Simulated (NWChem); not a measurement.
# ethanethiol (C$_{2}$H$_{6}$S); SMILES CCS

```xyz
9

C      0.3702    -1.6326    -0.0584
C     -0.6385    -0.4944     0.0429
S      0.0983     1.1852    -0.0730
H     -0.1441    -2.6169    -0.0425
H      1.0839    -1.6130     0.7908
H      0.9596    -1.5605    -0.9939
H     -1.3575    -0.5243    -0.8019
H     -1.2406    -0.5637     0.9721
H      0.8464     1.0957     1.0630
```
Atoms are numbered in this order, from 1.

All runs: NWChem. Pople sets run with spherical d functions. The geometry was optimised at PBE-D3(BJ)/def2-SVP. Level: M06-2X/6-31G* with COSMO at NWChem's default radii, gas-phase geometry; rows give the dielectric constant.

```tsv
dielectric constant	electrostatic solvation energy (kcal/mol)	dipole in solution (D)
4.8	(withheld)	(withheld)
11.7	-3.1	2.30
37.5	-3.3	2.35
46.7	-3.4	2.35
78.4	-3.4	2.36
```

Question: Some entries are withheld; supply them.

Answer: 
- 4.8, electrostatic solvation energy (kcal/mol): -2.6
- 4.8, dipole in solution (D): 2.22
